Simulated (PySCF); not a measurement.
Start geometry of `C[C]C=O` [triplet] from GFN2-xTB (Å):
```
atom  x, y, z in Å
C1    -1.1224    0.1301    0.0579
C2     0.0852   -0.2564    0.7560
C3     1.4250   -0.2073    0.4033
O4     2.4304   -0.5555    0.9991
H5    -1.9621    0.1822    0.7523
H6    -1.0198    1.1012   -0.4398
H7    -1.3706   -0.6129   -0.7077
H8     1.5525    0.2375   -0.6265
```

**Question.** What comes out of this run: PySCF 2.14.0, PBE0-D3(BJ)/def2-SVP geometry optimisation, gas phase?

**Answer.** 
```
atom  x, y, z in Å
C1    -1.138    0.062   -0.040
C2     0.077   -0.463    0.570
C3     1.459   -0.159    0.468
O4     2.370   -0.717    1.064
H5    -1.836    0.450    0.722
H6    -0.911    0.885   -0.745
H7    -1.679   -0.722   -0.598
H8     1.677    0.683   -0.246
```

The energy falls by 0.076 eV over 12 energy and gradient evaluations, the largest force component goes from 0.0218 to 1.8e-04 Eh/bohr, and the atoms move by 0.317 Å rms after alignment. The bond that changes most is C2–C3 (ends: carbon bonded to 2 C; carbon bonded to C, O and H), which lengthens by 0.032 Å. Bonds longer at the end by more than 0.005 Å: 5 of 7; shorter: 0. Among the angles that change most is C2–C3–O4, from 131.5° to 126.3°. Among the dihedrals that turn most is H5–C1–C2–C3, from -165° to -120°. Rotational constants go from 61738, 4089, 3929 to 58482, 4026, 3858 MHz. The orientation of the end geometry is arbitrary; only internal coordinates are fixed.

The run used 76 basis functions and 112 SCF cycles in all. Time: 28 s wall. Hardware: one thread, x86-64 server, shared host.

Stationary, but not proved a minimum. ⟨S²⟩ = 2.026 (exact for a triplet: 2.00). This triplet need not be the ground state; the singlet was not compared here.

One conformer stands for the species.
